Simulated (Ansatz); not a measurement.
This geometry of C$_{3}$H$_{4}$O$_{2}$ (9 atoms, charge 0, multiplicity 1) is a first-order saddle point.

Theory: Ansatz 0.2.0, RKS B3LYP/def2-SVP.

```xyz
9
Properties=species:S:1:pos:R:3
C -0.729 -0.785 -0.249
C 0.278 0.255 0.193
O 1.455 -0.142 0.827
C 0.062 1.564 0.098
O -0.145 2.713 0.025
H -0.972 -0.732 -1.323
H -0.277 -1.769 -0.052
H -1.674 -0.742 0.318
H 2.089 -0.408 0.145
```

Question: Which two structures does it join? (They come from a converged band through this point; their orientation in space is the band's.)

Answer: No bond is made or broken. The dihedral H8–C1–C2–O3 goes from 55 to 175°. The two ends are copies of one structure, up to a mirror image or an exchange of like atoms.

Initial state:

```xyz
9
Properties=species:S:1:pos:R:3
C -0.686 -0.775 -0.316
C 0.224 0.292 0.221
O 0.938 0.056 1.390
C 0.314 1.501 -0.327
O 0.373 2.568 -0.804
H -1.251 -0.427 -1.194
H -0.115 -1.672 -0.619
H -1.409 -1.085 0.459
H 1.700 -0.503 1.173
```

Final state:

```xyz
9
Properties=species:S:1:pos:R:3
C -0.719 -0.795 -0.140
C 0.321 0.248 0.151
O 1.639 -0.144 0.360
C 0.023 1.536 0.305
O -0.251 2.663 0.457
H -0.517 -1.303 -1.101
H -0.718 -1.565 0.651
H -1.730 -0.362 -0.199
H 2.040 -0.325 -0.503
```

Question: How far does it lie above each of them?

Answer: 2.3 kcal/mol above the first and 2.3 kcal/mol above the second. This is the barrier of this one path; another mechanism may lie lower.

Run time: 2.4 min on 1 thread of Arm Neoverse V1, on a shared host, peak memory 0.17 GiB.
